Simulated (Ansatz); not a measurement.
Al(H2O)H3 (AlOH₅): single points at one geometry.

```yaml
crystal:
  periodic: [false, false, false]
  atoms:
    - {symbol: Al, position_ang: [0.117647, -0.077610, -0.886246]}
    - {symbol: O, position_ang: [0.174979, 0.000118, 1.174634]}
    - {symbol: H, position_ang: [-0.532014, -0.576350, 1.518853]}
    - {symbol: H, position_ang: [-0.015119, 0.900851, 1.494928]}
    - {symbol: H, position_ang: [1.659872, -0.258490, -1.272715]}
    - {symbol: H, position_ang: [-0.551213, 1.373369, -1.097758]}
    - {symbol: H, position_ang: [-0.854154, -1.361888, -0.931696]}
basis:
  gaussian: {orbitals: def2-TZVP, initial_orbitals: start.molden}
hamiltonian: {xc: pbe0, dispersion: d4}
output: {forces: true, orbitals: {seedname: orbitals}}
```

The file start.molden holds the orbitals of an earlier run on this structure, at another level or in another basis.

```sh
$ ansatz run in.yaml --threads 4 --pin off --events-out ev --progress --plain --max-ram 3916MiB
```

Output, abridged:

```
Functional definition: PBE0
650 factors; their error is unknown
mean field evaluation 1: about -8720.8974 eV, gradient 8.1e0 eV
mean field evaluation 2: about -8720.9548 eV, gradient 7.3e-2 eV
mean field evaluation 4: about -8720.9694 eV, gradient 1.4e-4 eV
mean field evaluation 8: about -8717.8315 eV, gradient 4.4e1 eV
mean field evaluation 16: about -8720.9694 eV, gradient 7.9e-4 eV
mean field -8720.96942452 eV, -320.4897150656 hartree, gradient 1.3e-5 eV, S^2 0.000000; 1 other end points of the search recorded, 0 dependent functions left out
reference -8720.96945679 eV, -320.4897162515 hartree; 13, 13 occupied and 85, 85 virtual orbitals, 650 factors
Total energy: -8721.02994782 eV, -320.4919392560 hartree
Atom 0 at     0.117647    -0.077610    -0.886246 Å, force     0.013330    -0.003513     0.111932 eV/Å
Atom 1 at     0.174979     0.000118     1.174634 Å, force    -0.532770     0.190295     0.194540 eV/Å
Atom 2 at    -0.532014    -0.576350     1.518853 Å, force     0.403187     0.301564    -0.179662 eV/Å
Atom 3 at    -0.015119     0.900851     1.494928 Å, force     0.114719    -0.492400    -0.172299 eV/Å
Atom 4 at     1.659872    -0.258490    -1.272715 Å, force    -0.116943     0.012136     0.025496 eV/Å
Atom 5 at    -0.551213     1.373369    -1.097758 Å, force     0.049725    -0.106233     0.019174 eV/Å
Atom 6 at    -0.854154    -1.361888    -0.931696 Å, force     0.068752     0.098151     0.000819 eV/Å
Dipole moment:    -0.253903     0.134425     0.881273 e Å
```

Run time 1.1 s (4 threads of Arm Neoverse V1 on a shared host).

First input, but with `correlation: {method: mp2}`, `scf: {omitted_lower_state_checks: [starts]}`, `output: {orbitals: {seedname: orbitals}}` and without the key `hamiltonian` (abridged; 0.3 s):

```
Functional definition: HF
mean field -8700.24674299 eV, -319.7281705660 hartree, gradient 6.1e-6 eV, S^2 0.000000
6 core orbitals not correlated: weight in the atoms' cores, before any rotation towards them, 1.000 or more for the frozen orbitals, at most 0.000 for the correlated occupied ones
second order -9.39458049 eV of doubles, -0.00000000 eV of singles
Total energy: -8709.64132348 eV, -320.0734150310 hartree
Checks for a lower state left out: starts
```

Geometry: PBE-D4/def2-TZVP.

Correlated methods freeze 6 core orbitals.
